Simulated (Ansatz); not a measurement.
# BH3+ (doublet): from Hartree-Fock to the top rungs at a displaced geometry (v2), cc-pVTZ

An exercise on one series of results from a longer session: the logs are not shown, and one member is left open.

Computed with Ansatz 0.2.0, Gaussian basis. Level: cc-pVTZ, core rule «outside noble gas», up to 1 orbitals frozen.

To be run: UHF; CCSD(T) on ROHF; CCSD(T) on UHF; BCCD(T) on ROHF; CCSDT(Q) on ROHF; CCSDT(Q) on UHF; CASSCF and MRCISD+Q, 5 electrons in 7 orbitals; CASSCF and NEVPT2, 5 electrons in 7 orbitals.

14 further runs of the same task are left out: 2 for a known fault of the program, 8 that didn't finish, 4 set aside as unsound or not needed.

**The geometry**

The geometry is a PBE0/def2-TZVP stationary point (not a proven minimum) with its atoms shifted at random (size 0.100 Å).

4 atoms, charge 1, spin multiplicity 2.

Atoms are counted from 1 here; the program's logs count them from 0.

Bond lengths: B1–H2 1.282 Å, B1–H3 1.181 Å, B1–H4 1.305 Å. Angles: H2–B1–H3 144.4°, H2–B1–H4 72.6°, H3–B1–H4 141.0°.

Set-up of the first run:

The input, in.yaml:

```yaml
crystal:
  periodic: [false, false, false]
  atoms:
    - {symbol: B, position_ang: [0.018817, 0.006921, 0.065471]}
    - {symbol: H, position_ang: [-0.146058, 0.733079, -0.977681]}
    - {symbol: H, position_ang: [-0.069437, -0.017129, 1.243098]}
    - {symbol: H, position_ang: [0.013671, -0.790183, -0.967647]}
basis:
  gaussian: {orbitals: cc-pVTZ}
total_charge: 1
magnetization: {spin_polarized: true, initial_magnetization: 1}
hamiltonian: {xc: hf}
output: {orbitals: {seedname: orbitals}}
```

Run with:

```bash
ansatz run in.yaml --threads 1 --pin off --events-out ev --progress --plain --max-ram 2393MiB
```

Steps of the session up to this table: UHF; CCSD(T) on ROHF; CCSD(T) on UHF; BCCD(T) on ROHF; CCSDT(Q) on ROHF; CCSDT(Q) on UHF; CASSCF and MRCISD+Q, 5 electrons in 7 orbitals; CASSCF and NEVPT2, 5 electrons in 7 orbitals.

One table of the session follows, with a row left open; its other results are not shown here.

It belongs to the step «Misses and costs». 

| method | from UCCSDT(Q) (meV) |
| --- | --- |
| ROHF | +3021.8 |
| UHF | +2884.4 |
| RMP2 | +596.1 |
| UMP2 | +610.6 |
| RCCSD | +68.4 |
| UCCSD | +65.4 |
| RCCSD(T) | +13.2 |
| UCCSD(T) | +13.1 |
| BCCD(T) | ? |
| RCCSDT | +1.0 |
| UCCSDT | +0.7 |
| RCCSDT(Q) | +0.3 |
| UCCSDT(Q) | 0 |
| CASSCF valence | +1605.7 |
| NEVPT2 valence | +420.5 |
| MRCISD valence | +52.4 |
| MRCISD+Q valence | +12.7 |

Estimate the missing values for BCCD(T).

As computed: from UCCSDT(Q) (meV): +13.3. In the column «from UCCSDT(Q) (meV)» it lies between RCCSD(T) (+13.2) and MRCISD valence (+52.4).

Caveats from the session: Restricted and unrestricted rows rest on different reference determinants; where their highest levels disagree by more than a few hundredths of an eV, they describe different states and don't form one ladder.
